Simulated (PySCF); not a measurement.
CS, SMILES [C-]#[S+]. Geometry optimised at PBE0-D3(BJ)/def2-TZVPD.

Computed equilibrium geometry at PBE0-D3(BJ)/def2-TZVPD (PySCF confirms it by a frequency run) as a Z-matrix, and its point group:
point group C∞v.
```
C
S 1 1.5293
```
